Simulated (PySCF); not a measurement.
**A diatomic session: SiB**

An exercise on one series of results from a longer session: the logs are not shown, and one member is left open.

The runs use PySCF 2.14.0; Si cc-pV(D+d)Z, B cc-pVDZ, no relativity.

Set-up of the first run:

A driver script around PySCF takes these settings:

```
atoms                         : Si, B
charge                        : 0
basis                         : Si cc-pV(D+d)Z, B cc-pVDZ
Hamiltonian                   : no relativity
basis functions               : 37
electrons treated             : 19
masses in u                   : 27.9769, 11.0093
levels                        : PBE0, PBE, r²SCAN, BHandHLYP, r²SCAN0, MN15, HF, MP2, SCS-MP2, CCSD, CCSD(T)
grid                          : 80 radial by 434 angular points
occupations                   : held fixed by the projection of orbital angular momentum
dissociation limit            : Si + B, each in its ground configuration
starting distance in angstrom : 1.930
values of 2S to try           : 1, 3
```

The run is started by

```
OMP_NUM_THREADS=1 python dia.py task.json out
```

Steps of the session up to this table: The job; The PBE0 curve of the state that the search chose; Higher solutions at PBE0; PBE (GGA); r²SCAN (meta-GGA); BHandHLYP (global hybrid GGA); r²SCAN0 (hybrid meta-GGA); MN15 (hybrid meta-GGA); UHF (mean field); Correlated methods on the Hartree–Fock reference.

One of the session's tables, all rows but one given; the rest of the session is left out.

It belongs to the step «Constants by level of theory». 

```
      level  Re (Å)  ωe (cm⁻¹)  De (eV)
        UHF   1.874        866     2.33
    UHF-MP2   1.925        762     3.04
UHF-SCS-MP2   1.922        756     2.69
   UHF-CCSD   1.934        739     2.76
UHF-CCSD(T)   1.946        722     2.91
        PBE   1.939        727     3.72
     r²SCAN       ?          ?        ?
       PBE0   1.914        770     3.51
    r²SCAN0   1.904        793     3.46
       MN15   1.909        746     3.55
  BHandHLYP   1.901        786     2.98
```

Q: Estimate the row for r²SCAN from the others.

**Answer.** Re (Å): 1.920; ωe (cm⁻¹): 766; De (eV): 3.66. In the column «Re (Å)» it lies between PBE0 (1.914) and UHF-SCS-MP2 (1.922).

De is counted to Si + B in their ground configurations.
